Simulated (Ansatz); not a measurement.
This geometry of CH₃SSi (6 atoms, charge 0, multiplicity 2) is a first-order saddle point.

All numbers below come from UKS PBE0-D4/6-31G* (Ansatz).

```xyz
6
Properties=species:S:1:pos:R:3
C -0.401 -0.711 -0.205
Si 0.520 1.110 0.245
S -1.363 0.543 -0.777
H -0.733 -1.614 0.300
H 1.607 0.775 -0.739
H 0.370 -0.103 1.176
```

(1) Which two structures does it join? (They come from a converged band through this point; their orientation in space is the band's.)

(2) How far does it lie above each of them?

## Answers

(1) Bonds broken: Si2–H6. Bonds formed: C1–H6.

Initial state:

```xyz
6
Properties=species:S:1:pos:R:3
C -0.538 -0.923 -0.144
Si 0.496 0.478 0.224
S -1.460 0.484 -0.669
H -0.738 -1.959 -0.372
H 1.623 0.906 -0.642
H 0.617 1.014 1.602
```

Final state:

```xyz
6
Properties=species:S:1:pos:R:3
C -0.300 -0.430 0.493
Si 0.762 0.939 -0.202
S -1.294 0.732 -0.581
H -0.248 -1.444 0.099
H 1.663 0.593 -1.351
H -0.583 -0.390 1.543
```

(2) 1.89 eV above the first and 2.42 eV above the second. This is the barrier of this one path; another mechanism may lie lower.

Time of the run: 19 min on 1 thread of Arm Neoverse N1 (shared host), peak memory 0.16 GiB.
